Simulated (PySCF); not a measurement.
## Simulated absorption spectrum

Compound: methylcyclopropane, C4H8.
Geometry (PBE0-D3(BJ)/def2-TZVP, Å), atoms numbered from 1 in this order:
```xyz
12
C4H8 angstrom
C      1.1098   -0.1519    0.9531
C      0.3899   -0.1307   -0.3643
C     -1.0336   -0.5860   -0.4460
C     -0.6989    0.8682   -0.6049
H      1.5324   -1.1387    1.1612
H      0.4259    0.0948    1.7698
H      1.9265    0.5749    0.9738
H      1.0068   -0.3695   -1.2250
H     -1.3539   -1.1343   -1.3232
H     -1.5148   -0.8958    0.4745
H     -0.7918    1.3109   -1.5888
H     -0.9507    1.5350    0.2115
```

Level of theory: TDDFT CAM-B3LYP/aug-cc-pVTZ, vertical, gas phase, core orbitals frozen in the response (PySCF). Geometry: PBE0-D3(BJ)/def2-TZVP; no solvent, vibrations or thermal averaging.

Computed states:

```tsv
state	E (eV)	f
S1	7.15	0.0076
S2	7.42	0.0047
S3	7.54	0.0096
S4	7.73	0.0052
S5	7.74	0.0003
S6	7.77	0.0075
S7	8.00	0.054
S8	8.07	0.0009
S9	8.44	0.016
S10	8.60	0.071
```

Broadening: Gaussians 0.25 eV wide at half height, area fixed by f = 4.319×10⁻⁹ ∫ε dν̃. The width is an assumption, not a result. The curve ends short of the highest state used, and states not computed would add to its high-energy end.

Task: What does the envelope look like, and where are its maxima?

Result: 
λ (nm), ε (L mol⁻¹ cm⁻¹) and a bar:
```
    155.0       5990 ##############################
    155.8       5646 ############################
    156.6       4747 ########################
    157.4       3699 ###################
    158.2       2830 ##############
    159.0       2256 ###########
    159.8       1917 ##########
    160.6       1711 #########
    161.4       1574 ########
    162.2       1497 #######
    163.0       1478 #######
    163.8       1494 #######
    164.6       1500 ########
    165.4       1450 #######
    166.2       1328 #######
    167.0       1150 ######
    167.8        955 #####
    168.6        788 ####
    169.3        694 ###
    170.1        659 ###
    170.9        692 ###
    171.7        761 ####
    172.5        822 ####
    173.3        836 ####
    174.1        787 ####
    174.9        680 ###
    175.7        538 ###
    176.5        390 ##
    177.3        260 #
    178.1        159 #
    178.9         89 
    179.7         47 
    180.5         22 
    181.3         10 
    182.1          4 
    182.9          2
```

Maxima: 173 nm (7.16 eV), ε about 840, made up of S1 (97%); 164 nm (7.54 eV), ε about 1500, made up of S2 (18%) and S3 (68%) (hardly more than a shoulder); 155 nm (8.00 eV), ε about 6000, made up of S7 (97%) (ε in L mol⁻¹ cm⁻¹; maxima over ε = 5, shares over 10%).

Task: Coming from long wavelengths, where does ε first pass 100 L mol⁻¹ cm⁻¹?

Result: At about 179 nm (6.94 eV), 0.22 eV below S1.

Task: What would ε be at 8.00 eV, the highest of these maxima, with half the width (0.125 eV)?

Result: About 11700 L mol⁻¹ cm⁻¹ against 5990, a factor of about 1.95; a lone state at its own centre would give exactly 2.
